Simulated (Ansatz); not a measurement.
`C=C(C)CC` + HCl → `C=C(C)Cl` + ethane at 298.15 K and 1 bar (substitution at a C–C bond).

Gas-phase electronic energies from Ansatz, PBE0-D4/def2-TZVP geometries. CCSD(T)/CBS is the MP2 limit (def2-TZVPP, def2-QZVPP) plus CCSD(T) − MP2 in def2-TZVPP, frozen cores. This one scheme is used for every species. One conformer a species, not always the lowest.

| species | CCSD(T)/CBS energy (Eh) | H − E (kJ/mol) | S (J/(mol·K)) |
| --- | --- | --- | --- |
| `C=C(C)CC` | -196.27241 | 378.6 | 328.4 |
| HCl | -460.38127 | 26.6 | 186.8 |
| `C=C(C)Cl` | -576.92662 | 201.4 | 293.8 |
| `CC` | -79.71954 | 207.7 | 227.7 |

H − E and S are ideal-gas, rigid-rotor, harmonic terms from PBE0-D4/def2-TZVP, for one conformer and one mirror image of each species. 1 Eh = 2625.50 kJ/mol, R = 8.31446 J/(mol·K).

Q: By hand: ΔE, ΔH, ΔS and ΔG.

A: ΔE = (-576.92662) + (-79.71954) − (-196.27241) − (-460.38127) = 0.00752 Eh = 19.7 kJ/mol. Δ(H − E) = 201.4 + 207.7 − 378.6 − 26.6 = 3.9, so ΔH = 23.6 kJ/mol. ΔS = 293.8 + 227.7 − 328.4 − 186.8 = 6.3 J/(mol·K). ΔG = 23.6 − 298.15 × (6.3)/1000 = 21.7 kJ/mol.

Q: By hand: the equilibrium constant, and the temperature at which ΔG would vanish if ΔH and ΔS stayed fixed.

A: log₁₀ K = −ΔG/(RT ln 10) = -3.8. ΔG = 0 at ΔH/ΔS = 3746 K, far beyond where these terms or the molecules hold.

The number of gas molecules stays the same, so ΔS is small and ΔH decides. A doubt of 5 kJ/mol in ΔE shifts log₁₀ K by 0.9 here. Other conformers and mirror images would add mixing entropy, several J/(mol·K) or more a flexible species. These are equilibria of isolated gas molecules and say nothing of rates. Largest T1 diagnostic: 0.010 (customary marks: 0.02 for closed shells, 0.045 for open ones).
